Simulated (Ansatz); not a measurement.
Geometry optimisation, Ansatz 0.2.0, RKS PBE/def2-SVP.

Input file:

```yaml
crystal:
  periodic: [false, false, false]
  atoms:
    - { symbol: C, position_ang: [-1.4835, 1.6087, 0.0869] }
    - { symbol: C, position_ang: [-0.0555, 1.3595, 0.2495] }
    - { symbol: S, position_ang: [0.1898, -0.0059, 1.4038] }
    - { symbol: C, position_ang: [0.24949, 0.87919, 2.97288] }
    - { symbol: C, position_ang: [-1.03385, 1.27481, 3.55578] }
    - { symbol: F, position_ang: [1.03629, 2.03109, 2.75974] }
    - { symbol: H, position_ang: [-1.9761, 1.9199, 1.0321] }
    - { symbol: H, position_ang: [-1.6258, 2.5201, -0.6102] }
    - { symbol: H, position_ang: [-2.0678, 0.821, -0.3111] }
    - { symbol: H, position_ang: [0.4414, 2.2506, 0.6877] }
    - { symbol: H, position_ang: [0.4113, 1.1521, -0.6918] }
    - { symbol: H, position_ang: [0.85745, 0.2485, 3.67383] }
    - { symbol: H, position_ang: [-1.54171, 1.96543, 2.85266] }
    - { symbol: H, position_ang: [-0.86842, 1.78447, 4.47214] }
    - { symbol: H, position_ang: [-1.63988, 0.36906, 3.75515] }
basis:
  gaussian: { orbitals: def2-SVP }
hamiltonian:
  xc: pbe
relax:
  f_tol: 0.015
  max_steps: 40
output:
  orbitals: {}
```

Launched with:

```bash
$ ansatz run input.yaml --threads 2 --pin off --max-ram 3072MiB --backend cpu --events-out ev --progress --plain --runs-dir out
```

Problem. Where does it end, and by what steps?

Solution. It converged. After 8 steps the energy has fallen by 0.490 eV; F6 moved furthest, 0.46 Å.

| step | energy less start (eV) | largest force component (eV/Å) | accepted |
| --- | --- | --- | --- |
| 0 | 0.0000 | 3.503 | yes |
| 1 | -0.4256 | 1.020 | yes |
| 2 | -0.4728 | 0.300 | yes |
| 3 | -0.4805 | 0.156 | yes |
| 4 | -0.4857 | 0.108 | yes |
| 5 | -0.4881 | 0.086 | yes |
| 6 | -0.4893 | 0.055 | yes |
| 7 | -0.4896 | 0.017 | yes |
| 8 | -0.4896 | 0.008 | yes |

```xyz
15
Properties=species:S:1:pos:R:3
C -1.629 1.566 -0.046
C -0.151 1.459 0.321
S 0.293 0.023 1.383
C 0.370 0.814 3.032
C -0.931 1.391 3.561
F 1.333 1.822 3.048
H -2.266 1.720 0.847
H -1.797 2.420 -0.736
H -1.983 0.646 -0.552
H 0.232 2.364 0.837
H 0.471 1.339 -0.589
H 0.729 -0.015 3.684
H -1.292 2.216 2.914
H -0.770 1.802 4.578
H -1.714 0.611 3.608
```

The run took 30 s on 2 threads of Arm Neoverse V1, on a shared host, peak memory 0.18 GiB.
